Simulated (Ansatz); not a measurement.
This geometry of CH6AlN + H (10 atoms, charge 0, multiplicity 2) is a first-order saddle point.

Level of theory: Ansatz 0.2.0, UKS B3LYP/6-31G*.

```xyz
10
Properties=species:S:1:pos:R:3
Al 0.021 -0.022 -0.047
H -0.055 -0.179 1.573
C 1.702 0.070 -1.059
H 2.221 -0.898 -1.047
H 1.546 0.346 -2.109
H 2.393 0.802 -0.621
N -1.558 0.053 -0.873
H -2.452 -0.001 -0.399
H -1.697 0.152 -1.871
H -0.240 -0.323 3.127
```

Which two structures does it join? (They come from a converged band through this point; their orientation in space is the band's.)

Bonds broken: Al1–H2. Bonds formed: H2–H10. CH6AlN + H becomes CH5AlN + H2.

First end point:

```xyz
10
Properties=species:S:1:pos:R:3
Al 0.014 -0.046 -0.134
H -0.064 -0.246 1.444
C 1.698 0.069 -1.139
H 2.262 -0.872 -1.070
H 1.547 0.283 -2.204
H 2.351 0.853 -0.732
N -1.555 0.067 -0.977
H -2.455 0.015 -0.515
H -1.682 0.193 -1.974
H -0.233 -0.316 3.974
```

Last end point:

```xyz
10
Properties=species:S:1:pos:R:3
Al -0.164 -0.757 -0.617
H 0.136 -0.184 3.056
C 1.607 -0.015 -1.138
H 2.217 -0.776 -1.640
H 1.489 0.837 -1.821
H 2.168 0.323 -0.259
N -1.628 -0.038 -1.366
H -2.578 -0.334 -1.179
H -1.626 0.728 -2.033
H 0.260 0.216 3.671
```

How far does it lie above each of them?

0.013 eV above the first and 0.943 eV above the second. This is the barrier of this one path; another mechanism may lie lower.

Time of the run: 8.6 min on 1 thread of Intel(R) Xeon(R) Platinum 8375C CPU @ 2.90GHz (Ice Lake), with other jobs on the host, peak memory 0.17 GiB.
